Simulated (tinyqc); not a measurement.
Starting guesses with DIIS over 6 matrices: SCF starting guesses in the sto-6g basis, for CH2, spin multiplicity 3. Computed by the program tinyqc with PySCF. UHF with one setting changed at a time; a run stops when the energy changes by less than 1e-09 hartree and the error matrix is below 1e-5. Starts: the lowest orbitals of the core Hamiltonian, of the Wolfsberg-Helmholz matrix (K = 1.75), projected atomic densities, random orbitals, and the highest orbitals of the core Hamiltonian (a deliberately bad start).

Geometry (angstrom):
```
atom       x        y       z
C     0.0000   0.0000  0.0000
H     0.0000   1.0340  0.4610
H     0.0000  -1.0100  0.4500
```

lowest solution found by these runs and by PySCF with stability checks = -38.812814 hartree

Largest element of the error matrix X^T (FDS - SDF) X:
```
iteration     core  Wolfsberg-Helmholz  atomic densities   random  highest core orbitals
1          3.6e-01             1.9e-01           4.7e-01  4.5e+00                1.5e-01
2          2.6e-02             3.5e-02           6.4e-02  3.2e-01                3.4e-01
3          6.7e-03             1.0e-02           2.4e-02  1.0e-01                3.1e-01
4          2.3e-03             2.1e-03           9.0e-03  4.7e-02                2.6e-01
5          8.2e-04             5.5e-04           3.3e-03  1.0e-02                8.9e-02
6          2.2e-04             2.3e-04           3.9e-04  3.0e-03                8.6e-02
8          9.7e-06             8.7e-06           2.2e-05  3.2e-04                1.1e-02
10               -                   -           3.2e-06  2.5e-05                6.1e-04
14               -                   -                 -        -                2.9e-05
```

How each run ends:
```
run                    iterations  E (hartree)         state
core                            9    -38.81281  lowest found
Wolfsberg-Helmholz              9    -38.81281  lowest found
atomic densities               11    -38.81281  lowest found
random                         12    -38.81281  lowest found
highest core orbitals          18    -38.44032        higher
```

What does the comparison show, and why?

4 of 5 runs reach the lowest solution found, in 9 to 12 iterations (fastest: core, Wolfsberg-Helmholz). Ending on a higher stationary point: highest core orbitals; a small error matrix cannot reveal that, and an occupation fixed by the start is kept by symmetry or by the shape of the basin. The first errors are 4e-01, 2e-01, 5e-01, 4e+00, 1e-01; the deliberately bad start has the smallest one, so a small first error does not mark a good start.
